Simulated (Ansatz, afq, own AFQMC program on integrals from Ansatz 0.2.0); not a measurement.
**Al$_{2}$H, doublet: AFQMC among the cluster methods**

```yaml
atoms:
  - { symbol: Al, position_ang: [0.0000, 0.0000, 0.1716] }
  - { symbol: Al, position_ang: [0.0000, 0.0000, -1.9624] }
  - { symbol: H, position_ang: [0.0000, 0.0000, 1.7908] }
```

Connectivity, by distances: AlH–Al.

Basis 6-31G. Only valence electrons are correlated. AFQMC by an in-house program on the Cholesky factors that Ansatz 0.2.0 writes for its CCSD(T) run. The CISD trial takes its coefficients from CCSD amplitudes. Released means that phaseless walkers are propagated on without the constraint, phases kept. ± is one standard error of the sampling.

Determinant: ROHF, the one that the program's search chose, which needn't be the lowest solution. The geometry is a point of a scan.

Full CI is exact in this basis; its frozen core comes from its own orbitals, which moves totals by up to a few meV.

Cautions: a spin-contaminated unrestricted determinant lies lower (UHF 425 meV lower, ⟨S²⟩ 1.59); full CI with its own frozen core; a state of higher spin lies lower (by 585 meV).

* T1 diagnostic: 0.0222
* weight of the determinant in the CISD state: 0.880
* size of the correlated space: 7 electrons in 18 orbitals

Reference: full CI, correlation energy -2.217 eV. The released energy is read at 2.40 1/Eh (meV from the phaseless value at times in 1/Eh: -0.1 ± 1.3 at 0.24, -1.9 ± 1.2 at 0.51, -1 ± 4 at 0.99, -5.8 ± 1.2 at 1.62, -6.4 ± 1.0 at 2.40). CCSDTQ lies 0.4 meV above full CI, in part by the other frozen core, which shifts every row alike, so rows that close can't be ranked against it.

```csv
level,E − E(reference) (kJ/mol),share of correlation (%)
HF,213.9,0.00
MP2,77.4,63.84
CCSD,8.0,96.27
CCSD(T),3.2,98.52
CCSDT,0.6,99.73
CCSDT(Q),0.2,99.91
CCSDTQ,0.0,99.98
ph-AFQMC/CISD,1.7 ± 0.2,99.21
released AFQMC,1.1 ± 0.1,99.50
```

CCSDT and higher add their correlation energy to the determinant of the CCSD(T) run, since their own runs factorise the integrals more tightly (a shift of under 2 meV). A walk keeps the symmetry of its determinant, which the program's search chose and which needn't be the lowest solution, so a lower state of the same spin and another symmetry isn't excluded. Released energies are given only where the last usable release times agree within the noise; a slower fall can still hide under it.
